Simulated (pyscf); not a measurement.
Single points on ωB97X-D3(BJ)/def2-SVP structures (PySCF, gas phase). Correlated levels are frozen-core, on RHF or UHF. ΔMP2 is the change of the MP2 total energy from the triple- to the quadruple-zeta basis.

Q: How much does it cost (ΔH, 298 K, CCSD(T)/def2-TZVPP + ΔMP2(QZVPP)) to split H₂B–CH(CH₃)–CH₃ at its B–C bond into BH₂• + H₃C–CH•–CH₃?

A: B–C to BH₂• + H₃C–CH•–CH₃: 4.24 eV. The radicals are drawn with the spin at the cut bond; how far it spreads was not checked. H₂B–CH(CH₃)–CH₃ lies 0.60 eV over its isomer H₃C–BH–CH₂–CH₃, and others may lie lower still (electronic energy, ωB97M-D3(BJ)). Other isomers of H₃C–CH•–CH₃ were not searched in full and may lie lower. The CCSD(T) − MP2 part came from Ansatz, without density fitting, on the same reference.
